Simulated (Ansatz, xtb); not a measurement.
**C5H10O: which of two isomers lies lower**

Structure X is `CC/C=C(/C)O`, a singlet and structure Y is `CCCC(C)=O`, a singlet. Both are isolated molecules in the gas phase, relaxed with r2SCAN-D4/def2-SVP; each stands in its lowest conformer found.

Quicker runs give these differences E(Y) − E(X): GFN2-xTB −34.0 kJ/mol; HF/STO-3G −76.0 kJ/mol (at GFN2-xTB geometries); r2SCAN-D4/def2-SVP//GFN2-xTB −51.2 kJ/mol.

Question: Estimate E(Y) − E(X) at the level CCSD(T)/def2-SVP + ΔMP2/def2-TZVPP.

Answer: Calculated at CCSD(T)/def2-SVP + ΔMP2/def2-TZVPP: E(Y) − E(X) = −44.9 kJ/mol, so structure Y lies lower.

The same difference at several levels:

| level | geometry | E(Y) − E(X) (kJ/mol) | departure from the last row (kJ/mol) | job, with rough time for the two |
| --- | --- | --- | --- | --- |
| GFN2-xTB | GFN2-xTB | −34.0 | +11.0 | optimisation, 1.3 s |
| HF/STO-3G | GFN2-xTB | −76.0 | −31.0 | single point, 2.4 s |
| r2SCAN-D4/def2-SVP//GFN2-xTB | GFN2-xTB | −51.2 | −6.3 | single point, 14 s |
| r2SCAN-D4/def2-SVP | r2SCAN-D4/def2-SVP | −51.3 | −6.3 | optimisation, 5.4 min |
| HF/def2-SVP | r2SCAN-D4/def2-SVP | −61.6 | −16.6 | part of the CCSD(T) run |
| MP2/def2-SVP | r2SCAN-D4/def2-SVP | −58.2 | −13.2 | part of the CCSD(T) run |
| CCSD(T)/def2-SVP | r2SCAN-D4/def2-SVP | −58.6 | −13.7 | single point |
| CCSD(T)/def2-SVP + ΔMP2/def2-TZVPP | r2SCAN-D4/def2-SVP | −44.9 |  | single point, 4.9 min |

As drawn, Y has 1 C–C, 1 C=O, 1 C–H in place of 1 C=C, 1 C–O, 1 O–H.

None of the levels shown reverses the order. The largest departure from CCSD(T)/def2-SVP + ΔMP2/def2-TZVPP is that of HF/STO-3G, 31.0 kJ/mol. The last row adds to CCSD(T) the change of the MP2 difference between the two basis sets, here +13.7 kJ/mol, a large step that makes the value less sure.

With thermal terms from frequencies at re-optimised GFN2-xTB minima (ideal gas, soft modes damped towards free rotors, one conformer each, 298.15 K, 1 atm): the zero-point term adds +0.9 kJ/mol; ΔH is −44.4 and ΔG −44.1 kJ/mol.

The correlated steps freeze 6 core orbitals. Codes used: Ansatz 0.2.0, xtb 6.7.1; the last row on 2 threads of AMD EPYC (Zen 3) on a shared host.
